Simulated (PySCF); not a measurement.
**Bond curve of SF**

Set-up: basis S def2-SVPD, F def2-SVPD; no relativity; PySCF 2.14. Energies in eV from S + F in their ground configurations at the same level. All curves are PBE0. state 1: ²Π (doublet), unpaired electrons π ↑; state 2: ⁴Σ⁻ (quartet), unpaired electrons σ ↑, π ↑↑, a second solution, started from another occupation.

| R (Å) | state 1 | state 2 |
| --- | --- | --- |
| 1.401 | -2.231 | 1.297 |
| 1.466 | -2.921 | 0.383 |
| 1.531 | -3.298 | -0.296 |
| 1.580 | -3.431 | -0.687 |
| 1.629 | -3.467 | -0.997 |
| 1.678 | -3.427 | -1.237 |
| 1.743 | -3.290 | -1.464 |
| 1.825 | -3.024 | -1.629 |
| 1.922 | -2.628 | -1.693 |
| 2.053 | -2.049 | -1.627 |

Put a parabola through the three lowest points of the state 1 curve and estimate Re, k and ωe (reduced mass 11.92 u; 1 eV/Å² = 0.16022 mdyn/Å; ωe = 1302.8·√(k/μ) cm⁻¹).

Through R = 1.58, 1.629, 1.678 Å the second-order coefficient is 15.8 eV/Å², so Re ≈ 1.628 Å, k ≈ 5.07 mdyn/Å and ωe ≈ 850 cm⁻¹. A polynomial fit of higher order to the unrounded PBE0 energies gives Re = 1.626 Å, k = 5.08 mdyn/Å, ωe = 850 cm⁻¹; anharmonicity and rounding make the difference.

The higher-order fit for each curve: state 1: Re = 1.626 Å, ωe = 850 cm⁻¹, De = 3.47 eV; state 2: Re = 1.929 Å, ωe = 485 cm⁻¹, minimum 1.69 eV below the ground-state fragments.

The state is the lowest determinant that a PBE0 search found; another state may lie lower at other levels.
